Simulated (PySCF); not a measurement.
Method: PySCF with B3LYP-D3(BJ)/def2-TZVP. All species are isolated molecules in the gas phase. B3LYP has the VWN-RPA correlation part, as in Gaussian. 

Reference species (SMILES): `[CH3]` (neutral, multiplicity 2).

```json
{
  "dipole_moment": "0.00 D",
  "highest_occupied_spin_orbital": "-6.45 eV"
}
```

Changed species: `Br[C](F)F` (radical fragment; the reference has radical fragment).

Question: Give the shifts of the dipole moment and highest occupied spin orbital.

Answer: the dipole moment rises by 0.35 D, to 0.35 D; the highest occupied spin orbital decreases by 0.60 eV, to -7.05 eV.
